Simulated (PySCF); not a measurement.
# NaCl under other conditions

One physical setting of the base script is moved in each run, with the edits that it forces.

The runs use PySCF 2.14.0; method and basis as typed in the scripts.

1 further run of the same task is left out (it didn't finish).

### Step 1. Where the work starts

NaCl: 2 atoms, charge 0, spin multiplicity 1.

Bond lengths: Na1–Cl2 2.367 Å.

### Step 2. The base run

input.py reads:

```python
from pyscf import gto, scf, mp

mol = gto.M(
    atom='Na 0 0 0; Cl 0 0 2.367',
    basis='crenbl',
    ecp={'Na': 'crenbl', 'Cl': 'crenbl'},
    charge=0,
    spin=0,
    verbose=4,
)
mf = scf.RHF(mol)
mf.kernel()
mp.MP2(mf).kernel()
mf.dip_moment()
print('orbital energies (hartree):', mf.mo_energy[..., max(0, mol.nelec[1]-3):mol.nelec[0]+3].round(4))
```

Launch:

```sh
> OMP_NUM_THREADS=1 python input.py
```

Its log is not repeated here.

Base result: E(SCF) = -62.250317 Eh, 9 cycles, E(MP2) − E(SCF) = -0.16268 Eh, μ = 10.29 D (of the SCF density).

The bond length is a typed value, not an optimised one.

### Step 3. Bond 2.651 Å

Variant 1 changes bond length: 2.367 Å → 2.651 Å.

input.py reads:

```python
from pyscf import gto, scf, mp

mol = gto.M(
    atom='Na 0 0 0; Cl 0 0 2.651',
    basis='crenbl',
    ecp={'Na': 'crenbl', 'Cl': 'crenbl'},
    charge=0,
    spin=0,
    verbose=4,
)
mf = scf.RHF(mol)
mf.kernel()
mp.MP2(mf).kernel()
mf.dip_moment()
print('orbital energies (hartree):', mf.mo_energy[..., max(0, mol.nelec[1]-3):mol.nelec[0]+3].round(4))
```

Launch:

```sh
> OMP_NUM_THREADS=1 python input.py
```

### Step 4. Bond 7.101 Å

Variant 2 changes bond length: 2.367 Å → 7.101 Å.

input.py, as its differences from that of step 2:

```diff
@@ -3,3 +3,3 @@
 mol = gto.M(
-    atom='Na 0 0 0; Cl 0 0 2.367',
+    atom='Na 0 0 0; Cl 0 0 7.101',
     basis='crenbl',
```

### Step 5. Quintet (UHF)

Variant 3 changes spin (2S): 0 → 4; SCF type: RHF → UHF.

input.py reads:

```python
from pyscf import gto, scf, mp

mol = gto.M(
    atom='Na 0 0 0; Cl 0 0 2.367',
    basis='crenbl',
    ecp={'Na': 'crenbl', 'Cl': 'crenbl'},
    charge=0,
    spin=4,
    verbose=4,
)
mf = scf.UHF(mol)
mf.kernel()
mp.MP2(mf).kernel()
mf.dip_moment()
print('orbital energies (hartree):', [e[max(0, n-3):n+3].round(4) for e, n in zip(mf.mo_energy, mol.nelec)])
```

Q: Predict the outcome of this session. Wanted: for each run, E(SCF); from base; gap, α spin; SCF dipole; after the SCF.

The runs gave:

```csv
run,E(SCF) (hartree),from base (eV),cycles,"gap, α spin (eV)",SCF dipole (D),after the SCF
base,-62.250317,0,9,9.12,10.29,MP2 correlation -4.427 eV
bond 2.651 Å,-62.245464,+0.1321,9,8.55,11.35,MP2 correlation -4.445 eV
bond 7.101 Å,-62.116524,+3.6407,11,2.27,32.59,MP2 correlation -4.428 eV
quintet (UHF),-61.663308,+15.9733,8,12.63,12.44,MP2 correlation -3.830 eV
```

The largest comparable shift of the SCF energy, +15.973 eV, comes with the run “quintet (UHF)”. The quintet solution found lies 15.97 eV above the base singlet at this geometry and level. With bond 7.101 Å the frontier gap moves by over 1.5 eV, which can mean another electronic state rather than the bond length alone.
